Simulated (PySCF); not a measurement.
Molecule: SMILES S1C(C)=CC=C1, C$_{5}$H$_{6}$S.

Atoms are numbered as in `[CH3:1][c:2]1[cH:3][cH:4][cH:5][s:6]1`. Hydrogens are named by the atom that carries them.

Geometry PBE0-D3(BJ)/def2-SVP throughout; GIAO in PySCF 2.14, gas phase, one conformer, non-relativistic; equivalent atoms averaged; functional PBE0.

Problem. How do the shifts δ (against TMS, CS2 at the same level) depend on the basis set? (a selection of nuclei; ppm; last column core-seconds on shared hosts with different chips, so compare them loosely)

Solution. 
| basis set | functions | C5 | C3 | C4 | C1 | S6 | H(C5) | H(C4) | H(C3) | H(C1) | core-s |
| --- | --- | --- | --- | --- | --- | --- | --- | --- | --- | --- | --- |
| STO-3G | 40 | 119.0 | 106.4 | 106.0 | 22.0 | 100.4 | 6.46 | 6.07 | 5.92 | 1.82 | 2.9 |
| 6-31G | 70 | 127.4 | 120.7 | 120.9 | 18.2 | 179.6 | 7.02 | 6.90 | 6.82 | 2.58 | 5.6 |
| pcSseg-0 | 70 | 142.5 | 134.5 | 135.1 | 20.2 | 203.7 | 6.69 | 6.65 | 6.52 | 2.63 | 4.8 |
| 6-31G* | 100 | 121.3 | 119.1 | 118.8 | 17.1 | 209.4 | 6.76 | 6.67 | 6.59 | 2.39 | 7.8 |
| def2-SVP | 118 | 125.9 | 122.2 | 122.5 | 15.7 | 221.9 | 6.74 | 6.62 | 6.54 | 2.30 | 9.1 |
| cc-pVDZ | 118 | 126.8 | 123.6 | 124.3 | 17.2 | 204.4 | 6.92 | 6.72 | 6.63 | 2.40 | 9.5 |
| pcSseg-1 | 139 | 132.1 | 130.1 | 131.0 | 17.4 | 226.7 | 6.98 | 6.90 | 6.81 | 2.52 | 18 |
| aug-cc-pVDZ | 196 | 126.8 | 122.0 | 122.9 | 16.9 | 220.3 | 7.24 | 6.96 | 6.88 | 2.63 | 20 |
| 6-311+G(2d,p) | 206 | 130.3 | 128.0 | 128.7 | 16.5 | 253.3 | 7.26 | 6.95 | 6.87 | 2.53 | 20 |
| def2-TZVP | 228 | 131.0 | 129.7 | 130.3 | 17.2 | 260.1 | 7.22 | 6.98 | 6.88 | 2.54 | 26 |
| cc-pVTZ | 268 | 130.6 | 129.0 | 129.8 | 17.1 | 227.8 | 7.18 | 6.90 | 6.80 | 2.56 | 31 |
| IGLO-III | 279 | 134.3 | 132.4 | 133.2 | 17.2 | 260.6 | 7.21 | 6.92 | 6.83 | 2.58 | 30 |
| pcSseg-2 | 307 | 135.8 | 133.9 | 134.7 | 17.7 | 251.1 | 7.23 | 7.04 | 6.93 | 2.58 | 41 |

Problem. Which nucleus among those listed moves most, in ppm?

Solution. S6 (aromatic ring sulfur): from 100.4 ppm with STO-3G to 260.6 ppm with IGLO-III. The smallest spread is 0.80 ppm, at H(C5). Proton shifts span only some 12 ppm, so a few tenths of a ppm matter as much there as several ppm in carbon.

Problem. Taking the largest basis, pcSseg-2 (307 functions), as the yardstick, rank the others by their worst heavy-atom deviation.

Solution. 6-311+G(2d,p) 6.1 ppm (206 functions), def2-TZVP 9.0 ppm (228 functions), IGLO-III 9.5 ppm (279 functions), cc-pVTZ 23.3 ppm (268 functions), pcSseg-1 24.4 ppm (139 functions), def2-SVP 29.2 ppm (118 functions), aug-cc-pVDZ 30.8 ppm (196 functions), 6-31G* 41.7 ppm (100 functions), cc-pVDZ 46.7 ppm (118 functions), pcSseg-0 47.4 ppm (70 functions), 6-31G 71.5 ppm (70 functions), STO-3G 150.7 ppm (40 functions).

A small basis that lands close on one nucleus may do so by chance; judge by the trend and by all nuclei.
